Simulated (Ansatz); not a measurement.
# SiNH (singlet): wave-function methods side by side at scale of all distances = 1.000, 6-31G

Aim: climb from Hartree-Fock through coupled cluster and multireference methods for SiNH (singlet) at one geometry and basis, and see what each rung misses.

Method: 6-31G, core rule «outside noble gas», up to 6 orbitals frozen; program: Ansatz 0.2.0, Gaussian basis.

Plan: UHF; CCSD(T) on RHF; BCCD(T) on RHF; CISD; CCSDT(Q) on RHF; CISDTQ; CCSDTQ on RHF; CASSCF and MRCISD+Q, 2 electrons in 2 orbitals; CASSCF and NEVPT2, 2 electrons in 2 orbitals; CASSCF and MRCISD+Q, 10 electrons in 9 orbitals; CASSCF and NEVPT2, 10 electrons in 9 orbitals; Full CI.

17 further runs of the same task are left out: 3 for a known fault of the program, 13 that didn't finish, 1 set aside as unsound or not needed.

### Step 1. The system

The geometry derives from a PBE0/def2-TZVP stationary point (not a proven minimum). All distances are scaled together.

3 atoms, charge 0, spin multiplicity 1.

Atoms are counted from 1 here; the program's logs count them from 0.

Bond lengths: Si1–N2 1.546 Å, N2–H3 1.000 Å. Angles: Si1–N2–H3 180.0°.

Coordinates:

```xyz
3
HNSi
Si    0.0000    0.0000   -1.3636
N     0.0000    0.0000    0.1820
H     0.0000    0.0000    1.1816
```

### Step 2. UHF

in.yaml

```yaml
crystal:
  periodic: [false, false, false]
  atoms:
    - {symbol: Si, position_ang: [0.000000, 0.000000, -1.363630]}
    - {symbol: N, position_ang: [0.000000, 0.000000, 0.182007]}
    - {symbol: H, position_ang: [0.000000, 0.000000, 1.181623]}
basis:
  gaussian: {orbitals: 6-31G}
magnetization: {spin_polarized: true, initial_magnetization: 0}
hamiltonian: {xc: hf}
output: {orbitals: {seedname: orbitals}}
```

Launch:

```console
$ ansatz run in.yaml --threads 1 --pin off --events-out ev --progress --plain --max-ram 2393MiB
```

After this run come: CCSD(T) on RHF; BCCD(T) on RHF; CISD; CCSDT(Q) on RHF; CISDTQ; CCSDTQ on RHF; CASSCF and MRCISD+Q, 2 electrons in 2 orbitals; CASSCF and NEVPT2, 2 electrons in 2 orbitals; CASSCF and MRCISD+Q, 10 electrons in 9 orbitals; CASSCF and NEVPT2, 10 electrons in 9 orbitals; Full CI.

Q: Predict the results of all the runs planned. Wanted: FCI below the RHF energy; RMP2 from FCI; RCCSD from FCI; RCCSD(T) from FCI; RCCSDT(Q) from FCI; NEVPT2 pair from FCI; MRCISD+Q pair from FCI; NEVPT2 valence from FCI; T1 diagnostic.

As calculated:

| quantity | value |
| --- | --- |
| FCI below the RHF energy | -5.1227 eV |
| RMP2 from FCI | +35.4 kJ/mol |
| RCCSD from FCI | +24.6 kJ/mol |
| RCCSD(T) from FCI | +3.5 kJ/mol |
| RCCSDT(Q) from FCI | -0.4 kJ/mol |
| NEVPT2 pair from FCI | +41.7 kJ/mol |
| MRCISD+Q pair from FCI | +13.6 kJ/mol |
| NEVPT2 valence from FCI | +43.8 kJ/mol |
| levels within 1 kcal/mol (43 meV) | RCCSD(T), BCCD(T), RCCSDT, RCCSDT(Q), RCCSDTQ |
| T1 diagnostic | 0.028 |
| effectively unpaired electrons | 0.12 |

In words: RCCSD(T) lands +3.5 kJ/mol from the yardstick (0.7 % of the correlation energy). RCCSDT(Q) falls below full CI, which methods that aren't variational can do. One determinant dominates. Of the multireference levels listed MRCISD+Q valence comes nearest in total energy (+8.1 kJ/mol), which doesn't show that its space is the better one. These misses are within one basis, not against nature.
